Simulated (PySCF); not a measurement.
# How the method changes the constants of MgSi⁻

State: ⁴Σ⁻ (quartet), unpaired electrons σ ↑, π ↑↑. Set-up: Mg aug-pcseg-1, Si aug-pcseg-1; no relativity (PySCF 2.14). De refers to Mg + Si⁻ in their high-spin ground configurations, without counterpoise correction. The functionals are run spin-unrestricted. A positive dipole points towards Si; it is taken about the centre of mass and depends on that origin.

```tsv
Level	Re (Å)	ωe (cm⁻¹)	De (eV)	μ (D)	CPU s a point (SCF and correlation, without the integrals)
UHF	2.968	162	n/a	0.44	0.084
UHF-MP2	2.830	187	0.65	n/a	0.13
UHF-SCS-MP2	2.840	183	n/a	n/a	n/a
UHF-CCSD	2.871	178	0.57	n/a	n/a
UHF-CCSD(T)	2.842	188	0.61	n/a	2.6
PBE	2.716	242	1.02	0.14	0.48
PW91	2.712	243	1.03	0.12	0.35
r²SCAN	2.704	250	1.07	0.12	0.66
B3LYP	2.745	223	0.80	-0.02	0.53
PBE0	2.720	236	0.98	0.16	0.7
M06	2.683	248	0.96	0.19	0.74
```

Problem. Which functional lies closest to UHF-CCSD(T) in De, which farthest, and by how much do they differ from it?

Solution. Closest is B3LYP (-9.7 pm in Re, +18.6 % in ωe, +0.19 eV in De against UHF-CCSD(T) in the same basis), farthest r²SCAN (-13.8 pm in Re, +33.0 % in ωe, +0.46 eV in De). CCSD(T) converges more slowly with the basis than the functionals do and binds too weakly in this one, so the order can change at the basis-set limit.

Problem. What does a quarter of exact exchange do here, going from PBE to PBE0?

Solution. PBE0 less PBE: +0.4 pm in Re, -2.5 % in ωe, -0.04 eV in De. Exact exchange removes part of the self-interaction that spreads semilocal densities, and in most molecules shortens and stiffens the bond and lowers De; here Re and ωe go the other way.

Problem. What does the step from GGA to meta-GGA do here, going from PBE to r²SCAN?

Solution. r²SCAN less PBE: -1.2 pm in Re, +3.3 % in ωe, +0.05 eV in De. 

Correlated steps freeze 6 core orbitals. Correlated levels converge slowly with the basis: in double zeta they bind strong bonds too weakly, by up to about 1 eV, and carry superposition errors of some tenths. For an ion De counts to the pair picked by the measured ionisation energies or electron affinities, which need not be the lowest pair at this level. The highest Kohn–Sham level is positive in this anion. Much of that is self-interaction error, but it also means that the finite basis helps to hold the extra electron. The state is the lowest determinant that a PBE0 search found; another state may lie lower at other levels.

The whole job (state search and all levels along the bond) took about 1.6 min on 1 thread of Arm Neoverse V1 (shared host), peak memory 0.46 GiB.
